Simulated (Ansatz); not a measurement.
Cost and result for the atomization energy of C$_{2}$H$_{3}$N (`C1=CN1`) (6 atoms, 6 bonds).

The species carries charge 0 and has multiplicity 1. The structure was optimised at the PBE0-D4/def2-TZVP level. Program: Ansatz. All runs use 2 threads of an Arm Neoverse V2 on a shared host. Times are those of one run each, without the atoms' runs, and a repeat can differ threefold. Electronic energies, without spin–orbit coupling; frozen cores. CCSD(T)/CBS adds CCSD(T) − MP2 in def2-TZVPP to the MP2 limit, and its time is that of the two runs behind it. T1 = 0.011; the RHF reference is unstable towards UHF. B3LYP takes the VWN-RPA correlation (the form of Gaussian; ORCA's B3LYP/G). HSE06 is the plane-wave form, built on full-range PBE exchange.

CCSD(T)/CBS is a level of theory with its own doubt, some kJ/mol a heavy atom from the limit and from the frozen cores, so smaller differences don't rank the functionals.

```tsv
level	functions	wall time
CCSD(T)/def2-SVP	57	0.5 s
revPBE-D4/def2-TZVPP	135	0.75 s
PBE0-D4/def2-TZVPP	135	0.85 s
HSE06-D4/def2-TZVPP	135	0.95 s
BHLYP-D4/def2-TZVPP	135	0.95 s
CAM-B3LYP-D4/def2-TZVPP	135	1 s
B3LYP-D4/def2-TZVPP (with forces)	135	1.1 s
B2PLYP/def2-TZVPP	135	1.4 s
r2SCANh-D4/def2-TZVPP	135	1.5 s
r2SCAN-D4/def2-TZVPP (with forces)	135	1.8 s
MP2/def2-QZVPP	261	4.4 s
CCSD(T)/def2-TZVPP	135	6.5 s
CCSD(T)/CBS(def2)	–	11 s
```

**Question.** What atomization energy does each give, and how far from CCSD(T)/CBS? (Estimate.)

**Answer.** The calculation gave: 
```tsv
level	atomization (kJ/mol)	difference from CCSD(T)/CBS	per bond
CCSD(T)/def2-SVP	2094.1	-138.1	-23.0
revPBE-D4/def2-TZVPP	2274.9	42.7	7.1
PBE0-D4/def2-TZVPP	2264.6	32.4	5.4
HSE06-D4/def2-TZVPP	2267.1	34.9	5.8
BHLYP-D4/def2-TZVPP	2128.0	-104.2	-17.4
CAM-B3LYP-D4/def2-TZVPP	2246.4	14.2	2.4
B3LYP-D4/def2-TZVPP (with forces)	2245.3	13.1	2.2
B2PLYP/def2-TZVPP	2218.3	-13.9	-2.3
r2SCANh-D4/def2-TZVPP	2210.7	-21.5	-3.6
r2SCAN-D4/def2-TZVPP (with forces)	2234.1	1.9	0.3
MP2/def2-QZVPP	2257.3	25.1	4.2
CCSD(T)/def2-TZVPP	2156.9	-75.3	-12.6
CCSD(T)/CBS(def2)	2232.2	0.0	0.0
```

At CCSD(T), def2-SVP lies −138.1 kJ/mol from the extrapolated value and def2-TZVPP −75.3 kJ/mol: correlation converges slowly with the basis, and small sets miss more of it in the bonded molecule than in its fragments. From r2SCAN to r2SCAN0 (25 % exact exchange), in def2-TZVPP and without D4, the atomization energy moves by −57.6 kJ/mol: exact exchange takes away binding that semilocal exchange gives to molecules. Leaving LDA and LC-ωPBE aside and taking each functional with its dispersion term where it has one, the values, not all of them listed here, spread over 219.0 kJ/mol, from BHLYP-D4 to PBE-D4. LDA lies +309.2 kJ/mol from PBE without D4, its usual overbinding.
